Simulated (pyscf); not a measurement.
H₃Si–Si(SiH₃)(SiH₃)–Cl + H atom (H•) → •H₂Si–Si(SiH₃)(SiH₃)–Cl + hydrogen (H₂) (hydrogen abstraction; doublet surface; H–Si broken, H–H formed). Single points on ωB97X-D3(BJ)/def2-SVP structures (PySCF, gas phase). Energies in eV from the separated reactants.

```json
[
 {"level": "PBE/def2-TZVP", "barrier": "___", "reaction energy": "___"},
 {"level": "B3LYP-D3(BJ)/def2-TZVP", "barrier": "-0.01", "reaction energy": "-0.81"},
 {"level": "PBE0-D3(BJ)/def2-TZVP", "barrier": "0.05", "reaction energy": "-0.70"},
 {"level": "M06-2X/def2-TZVP", "barrier": "0.20", "reaction energy": "-0.78"},
 {"level": "ωB97M-D3(BJ)/def2-TZVP", "barrier": "___", "reaction energy": "-0.65"},
 {"level": "HF/def2-TZVP", "barrier": "0.50", "reaction energy": "-0.43"}
]
```

Question: Fill in the missing entries.

Answer: 
- PBE/def2-TZVP, barrier: -0.01
- PBE/def2-TZVP, reaction energy: -0.75
- ωB97M-D3(BJ)/def2-TZVP, barrier: 0.18

At PBE, B3LYP-D3(BJ) this geometry lies under the reactants; that is no barrier but a single point on another level's saddle; such a level's own saddle, if it has one, lies nearer that side and is low. •H₂Si–Si(SiH₃)(SiH₃)–Cl lies 0.27 eV over its isomer H₃Si–Si•(SiH₃)–SiH₂–Cl (electronic energy, ωB97M-D3(BJ)/def2-TZVP). One saddle was located; it need not be the lowest between these sides. The angle at the transferred H is 178°.
